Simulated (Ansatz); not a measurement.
This geometry of FH3Si + H2S (8 atoms, charge 0, multiplicity 1) is a first-order saddle point.

Theory: RKS PBE-D4/def2-SVP in Ansatz 0.2.0.

```xyz
8
Properties=species:S:1:pos:R:3
Si -0.241 0.036 -0.174
F -0.143 0.124 1.810
H 1.175 -0.454 0.002
H -0.259 1.489 -0.534
H -0.704 -0.808 -1.341
S -2.536 -0.006 0.728
H -2.599 -1.366 0.808
H -1.282 0.113 1.801
```

(1) Which two structures does it join? (They come from a converged band through this point; their orientation in space is the band's.)

(2) How far does it lie above each of them?

Answers

(1) Bonds broken: Si1–F2, S6–H8. Bonds formed: Si1–S6, F2–H8. FH3Si + H2S becomes FH + H4SSi.

First end point:

```xyz
8
Properties=species:S:1:pos:R:3
Si 0.335 0.053 -0.144
F 0.156 -0.178 1.481
H 1.808 -0.026 -0.428
H -0.190 1.406 -0.514
H -0.383 -1.041 -0.876
S -3.126 0.123 0.993
H -3.159 -1.223 0.796
H -2.029 0.013 1.793
```

Last end point:

```xyz
8
Properties=species:S:1:pos:R:3
Si -0.426 -0.061 -0.496
F -0.246 0.596 2.518
H 0.568 -0.914 0.230
H -0.079 1.393 -0.451
H -0.542 -0.520 -1.922
S -2.389 -0.180 0.473
H -2.381 -1.538 0.589
H -1.092 0.351 2.159
```

(2) 1.36 eV above the first and 0.85 eV above the second. This is the barrier of this one path; another mechanism may lie lower. The orbitals stay closed-shell, which can raise the energy where a bond breaks towards radicals; this wasn't checked here.

Time of the run: 2 min on 1 thread of Arm Neoverse V2, with other jobs on the host, peak memory 0.15 GiB.
